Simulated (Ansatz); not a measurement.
Cubic perovskite BaTiO3 (cubic high-temperature phase) was calculated with PBEsol in Ansatz (PAW).

Settings: plane-wave cutoff 500 eV, 8×8×8 k mesh, gaussian smearing 0.02 eV, no spin polarisation, scalar-relativistic PAW data made under PBE.

Cell (relaxed at this level):

```cif
data_BaO3Ti
_chemical_formula_sum 'Ba1 Ti1 O3'
_space_group_name_H-M_alt 'P 1'
_space_group_IT_number 1
_cell_length_a 3.97001
_cell_length_b 3.97001
_cell_length_c 3.97001
_cell_angle_alpha 90.000
_cell_angle_beta 90.000
_cell_angle_gamma 90.000
loop_
_space_group_symop_operation_xyz
  'x, y, z'
loop_
_atom_site_label
_atom_site_type_symbol
_atom_site_fract_x
_atom_site_fract_y
_atom_site_fract_z
_atom_site_occupancy
Ba1 Ba 0.00000 0.00000 0.00000 1
Ti1 Ti 0.50000 0.50000 0.50000 1
O1 O 0.50000 0.00000 0.50000 1
O2 O 0.00000 0.50000 0.50000 1
O3 O 0.50000 0.50000 0.00000 1
```

**Question.** Estimate the band gap that the calculation returns.

**Answer.** 
* **band gap**: 1.82 eV (on the SCF k mesh)

Measured, for comparison: band gap 3.2 eV (temperature not stated, not corrected to a static lattice; as tabulated in Matsushita et al. (2011), arXiv:1104.2769).

Note: the relaxation could not lower the start's symmetry, so the cell can be a saddle point above a distorted one.

Spin–orbit coupling is not included.

The result took roughly 11 core-seconds.

Ansatz is a quantum-chemistry and plane-wave program.
